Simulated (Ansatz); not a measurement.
We consider B20 (FeSi-type) FeSi, described by revPBE in Ansatz (PAW).

Numerical settings: plane-wave cutoff 520 eV, 8×8×8 k mesh, Fermi–Dirac smearing 0.01 eV, no spin polarisation, scalar-relativistic PAW data made under PBE.

Energies at three volumes about the minimum:

```
V (Å³/atom)  E − E_lowest (meV/atom)
-----------  -----------------------
10.923                          3.04
11.146                          0.00
11.369                          2.80
```

Question: Fit a parabola by hand: where is the minimum, what lattice constant follows, and what is the bulk modulus?

Answer: Slopes: (0.00 − 3.04)/(11.146 − 10.923) = -13.632 and (2.80 − 0.00)/(11.369 − 11.146) = 12.556 meV/Å³. Curvature E″ = 2 × (12.556 − (-13.632))/(11.369 − 10.923) = 117.435 meV/Å⁶. From the middle of the first interval, the slope vanishes at V0 = 11.0345 − (-13.632)/117.435 = 11.151 Å³/atom. B = V0 E″ = 11.151 × 117.435 meV/Å³ × 0.1602 GPa per meV/Å³ = 210 GPa. With 8 atoms in the cube, a = (8 × 11.151)^(1/3) = 4.468 Å. The full Birch–Murnaghan fit to all volumes gives V0 = 11.146 Å³/atom and B0 = 210 GPa.

Shape and atoms are relaxed at each volume.

Measured, for comparison: bulk modulus 178 GPa (room temperature, not corrected to a static lattice, our sources range from 169 to 185; as tabulated in Study of the compressibility of FeSi, MnSi, and CoS2 (JETP Letters), abstract); lattice constant a 4.483 Å (temperature not stated, not corrected to a static lattice; as tabulated in Wikipedia's data pages). Computed (rounded) less measured: bulk modulus +18 % (+14 % to +24 % over the range).

Note: the bulk modulus comes from volumes at which shape and atoms were relaxed.

Ansatz is a program for electronic structure.
